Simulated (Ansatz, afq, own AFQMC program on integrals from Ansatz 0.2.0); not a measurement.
# CH$_{4}$ + S, triplet: a scan with AFQMC

```yaml
atoms:
  - { symbol: C, position_ang: [-2.1229, 0.0000, 0.0000] }
  - { symbol: H, position_ang: [-2.4861, 1.0273, 0.0000] }
  - { symbol: H, position_ang: [-2.4861, -0.5137, 0.8897] }
  - { symbol: H, position_ang: [-2.4861, -0.5137, -0.8897] }
  - { symbol: H, position_ang: [-1.0333, 0.0000, 0.0000] }
  - { symbol: S, position_ang: [1.0621, 0.0000, 0.0000] }
```

A hydrogen atom is moved from one rigid fragment to the other; the C1–H5 distance tells how far. The two fragments are held close together, so this isn't a minimum-energy path and the start is a compressed complex. Energies in kcal/mol count from this geometry (1.090 Å) at the same level; the start stands on UHF, each point on the determinant named.

Basis cc-pVTZ. Only valence electrons are correlated. Integrals, coupled cluster, full CI and functionals: Ansatz 0.2.0; the random walks run on the same integrals in our own AFQMC program. ph-AFQMC/CISD is guided by a CISD state made of CCSD amplitudes; releasing the constraint for a short imaginary time cuts its bias at the price of noise, slowly where states lie close. ± is one standard error of the sampling.

Cautions, each for one point or more: lower spins were not checked; the ph-AFQMC/CISD walk drifts between its halves; unrestricted determinant slightly spin contaminated.

| r(C1–H5) / Å | det. | T1 | weight | ⟨S²⟩ | r2SCAN | wB97M-V | CCSD(T) |
| --- | --- | --- | --- | --- | --- | --- | --- |
| 1.294 | UHF | 0.012 | 0.86 | 2.03 | 8.5 | 11.1 | 11.8 |
| 1.396 | UHF | 0.015 | 0.85 | 2.05 | 14.8 | 19.1 | 20.3 |
| 1.498 | UHF | 0.019 | 0.85 | 2.08 | 19.5 | 25.3 | 27.0 |
| 1.601 | UHF | 0.018 | 0.85 | 2.07 | 21.6 | 28.1 | 30.1 |

Q: Estimate the curve of phaseless AFQMC with a CISD trial, counted from the same start.

A: 
| r(C1–H5) / Å | det. | T1 | weight | ⟨S²⟩ | ph-AFQMC/CISD |
| --- | --- | --- | --- | --- | --- |
| 1.294 | UHF | 0.012 | 0.86 | 2.03 | 11.9 ± 0.2 |
| 1.396 | UHF | 0.015 | 0.85 | 2.05 | 20.4 ± 0.2 |
| 1.498 | UHF | 0.019 | 0.85 | 2.08 | 26.9 ± 0.2 |
| 1.601 | UHF | 0.018 | 0.85 | 2.07 | 29.6 ± 0.2 |

Weight is that of the determinant in the CISD state; at the start T1 is 0.010 and the weight 0.87, and ⟨S²⟩ is 2.01. Largest departures from phaseless AFQMC with a CISD trial: CCSD(T) 0.4 kcal/mol at 1.601 (on UHF), r2SCAN -8.1 kcal/mol at 1.601, wB97M-V -1.6 kcal/mol at 1.498. The walk's constraint bias lies outside its error bars, so these are departures and not errors. Functionals count only at points shown to share the start's state and spin.

A walk keeps the symmetry of its determinant, which the program's search chose and which needn't be the lowest solution, so a lower state of the same spin and another symmetry isn't excluded.
